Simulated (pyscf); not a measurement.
**Four-centre exchange: SnH₂ [singlet] + NH₃ → H₂N–SnH: [singlet] + H₂**

Gas phase, singlet surface, charge 0. Bonds broken: Sn1–H2, N4–H5. Bonds formed: Sn1–N4, H2–H5. PySCF, gas phase, ωB97X-D3(BJ)/def2-SVP geometries.

Transition state (Å):

```xyz
7

Sn    -0.2772     1.2389     0.1348
H      0.4911     0.0899    -1.4829
H      1.0972     0.6353     1.0737
N     -1.0762    -0.8125     0.0384
H     -0.1087    -0.5080    -1.0335
H     -0.7950    -1.4784     0.7554
H     -2.0657    -0.9365    -0.1682
```

One imaginary mode, 1306i cm⁻¹; descent along it reached the two sides named, in the forms told below.

| bond | change | reactant side (Å) | saddle | product side |
|---|---|---|---|---|
| Sn1–H2 | breaks | 1.779 | 2.128 | 4.5 |
| N4–H5 | breaks | 1.020 | 1.476 | 2.7 |
| Sn1–N4 | forms | 2.405 | 2.204 | 2.023 |
| H2–H5 | forms | 2.9 | 0.959 | 0.765 |

Electronic energies relative to the separated reactants (kcal/mol):

```json
[
 {"level": "ωB97X-D3(BJ)/def2-TZVP", "barrier": "11.2", "reaction energy": "-10.7", "reverse barrier": "21.9"},
 {"level": "PBE/def2-TZVP", "barrier": "7.3", "reaction energy": "-10.9", "reverse barrier": "18.2"},
 {"level": "r²SCAN/def2-TZVP", "barrier": "7.8", "reaction energy": "-11.7", "reverse barrier": "19.5"},
 {"level": "B3LYP-D3(BJ)/def2-TZVP", "barrier": "11.1", "reaction energy": "-10.6", "reverse barrier": "21.7"},
 {"level": "PBE0-D3(BJ)/def2-TZVP", "barrier": "9.7", "reaction energy": "-9.0", "reverse barrier": "18.7"},
 {"level": "M06-2X/def2-TZVP", "barrier": "10.5", "reaction energy": "-12.5", "reverse barrier": "23.0"},
 {"level": "ωB97M-D3(BJ)/def2-TZVP", "barrier": "13.7", "reaction energy": "-8.4", "reverse barrier": "22.1"},
 {"level": "HF/def2-TZVP", "barrier": "29.3", "reaction energy": "-3.0", "reverse barrier": "32.3"}
]
```

With ωB97M-D3(BJ)/def2-TZVP energies and thermal terms (ideal gas, 1 atm, RRHO with modes under 100 cm⁻¹ raised to 100, one conformer, R ln 2 for chiral ones without a mode under 150 cm⁻¹), in kcal/mol:

```json
[
 {"T (K)": "298", "ΔH‡": "12.1", "ΔG‡": "21.8", "ΔH": "-10.4", "ΔG": "-8.9"},
 {"T (K)": "600", "ΔH‡": "12.4", "ΔG‡": "31.5", "ΔH": "-9.3", "ΔG": "-7.8"},
 {"T (K)": "900", "ΔH‡": "13.1", "ΔG‡": "41.0", "ΔH": "-8.3", "ΔG": "-7.3"},
 {"T (K)": "1200", "ΔH‡": "14.0", "ΔG‡": "50.2", "ΔH": "-7.6", "ΔG": "-7.1"}
]
```

On the reactant side the descent ends in an adduct with a N–Sn contact, 24.5 kcal/mol under the separated species and 35.7 kcal/mol under the saddle at ωB97X-D3(BJ)/def2-TZVP. What is counted as formed (N–Sn) is already present as a longer contact in the reactant adduct; forming that adduct is a step of its own. At the saddle there is also a short H–Sn contact that neither side keeps. One saddle was located; it need not be the lowest between these sides. Elements past Kr carry the def2 core potentials, without spin-orbit coupling.
